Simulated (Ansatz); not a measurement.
Reaction (formal exchange of groups at a C–F bond): `FC1CC1(F)F` + CH₄ → `C[C@@]1(F)C[C@H]1F` + H–F

Computed with Ansatz on PBE0-D4/def2-TZVP structures; ΔE is electronic, products minus reactants. CCSD(T)/CBS adds triple-zeta CCSD(T) − MP2 to the extrapolated MP2 energy (def2 sets, frozen cores). This one scheme is used for every species. DFT in def2-TZVPP.

```
             level  ΔE (eV)
            B2PLYP    -0.38
SCS-MP2/def2-TZVPP    -0.50
CCSD(T)/def2-TZVPP    -0.47
SCS-MP2/def2-QZVPP    -0.54
```

(1) What does CCSD(T)/CBS give? (Best estimate.)

Largest T1 diagnostic among the species: 0.011.

## Answers

(1) The calculation gave: -0.54 eV. The listed levels differ from it by 0.16, 0.04, 0.07, 0.00 eV.

From PBE to PBE0 (25 % exact exchange), in def2-TZVPP and without D4, ΔE moves by −0.05 eV. The D4 term adds −0.07 eV with B3LYP and −0.04 eV with PBE0; it sums over pairs of atoms, weighted by their polarisabilities, and B3LYP, whose exchange is more repulsive, gets the larger term.

B3LYP here is the variant with VWN-RPA as its local correlation; programs differ in this.
